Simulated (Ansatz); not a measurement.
# AlH₃+ (quartet): wave-function methods side by side, aug-cc-pVDZ

An exercise on one series of results from a longer session: the logs are not shown, and one member is left open.

Method: aug-cc-pVDZ, core rule «outside noble gas», up to 5 orbitals frozen; program: Ansatz 0.2.0, Gaussian basis.

Plan: UHF; CCSD(T) on ROHF; CCSD(T) on UHF; BCCD(T) on ROHF; CISD; CCSDT(Q) on ROHF; CCSDT(Q) on UHF; CISDTQ; CCSDTQ on ROHF; CCSDTQ on UHF; Full CI.

14 further runs of the same task are left out: 7 for a known fault of the program, 1 that didn't finish, 6 set aside as unsound or not needed.

### What is computed

The geometry is a PBE0/def2-TZVP stationary point (not a proven minimum) of the parent state, kept for this charge and spin.

4 atoms, charge 1, spin multiplicity 4.

Atoms are counted from 1 here; the program's logs count them from 0.

Bond lengths: Al1–H2 1.590 Å, Al1–H3 1.843 Å, Al1–H4 1.843 Å, H3–H4 0.841 Å. Angles: H2–Al1–H3 101.8°, H2–Al1–H4 101.8°, H3–Al1–H4 26.4°, Al1–H3–H4 76.8°, Al1–H4–H3 76.8°.

The first run:

Input file in.yaml:

```yaml
crystal:
  periodic: [false, false, false]
  atoms:
    - {symbol: Al, position_ang: [0.000000, 0.074413, -0.095633]}
    - {symbol: H, position_ang: [0.000000, -1.372409, -0.753982]}
    - {symbol: H, position_ang: [0.420650, -0.309773, 1.656991]}
    - {symbol: H, position_ang: [-0.420650, -0.309773, 1.656991]}
basis:
  gaussian: {orbitals: aug-cc-pVDZ}
total_charge: 1
magnetization: {spin_polarized: true, initial_magnetization: 3}
hamiltonian: {xc: hf}
output: {orbitals: {seedname: orbitals}}
```

Run with:

```console
$ ansatz run in.yaml --threads 1 --pin off --events-out ev --progress --plain --max-ram 3968MiB --backend cpu
```

Among the steps run: UHF; CCSD(T) on ROHF; CCSD(T) on UHF; BCCD(T) on ROHF; CISD; CCSDT(Q) on ROHF; CCSDT(Q) on UHF; CISDTQ; CCSDTQ on ROHF; CCSDTQ on UHF; Full CI.

One of the session's tables, all rows but one given; the rest of the session is left out.

It belongs to the step «Misses and costs». 

```
   method  from FCI (kcal/mol)
     ROHF               +35.92
      UHF                    ?
     RMP2               +10.02
     UMP2                +9.96
     CISD                +0.94
    RCCSD                +0.84
    UCCSD                +0.83
 RCCSD(T)                +0.28
 UCCSD(T)                +0.26
  BCCD(T)                +0.27
   RCCSDT                +0.01
   UCCSDT                 0.00
   CISDTQ                 0.00
RCCSDT(Q)                 0.00
UCCSDT(Q)                -0.01
  RCCSDTQ                 0.00
  UCCSDTQ                -0.01
      FCI                    0
```

Q: Estimate the row for UHF from the others.

**Answer.** from FCI (kcal/mol): +35.68. In the column «from FCI (kcal/mol)» it lies between RMP2 (+10.02) and ROHF (+35.92).

To keep in mind: Levels on UHF freeze UHF's core orbitals, full CI those of ROHF, so the U rows can settle a little off it for that reason alone. Restricted and unrestricted rows rest on different reference determinants; where their highest levels disagree by more than a few hundredths of an eV, they describe different states and don't form one ladder.
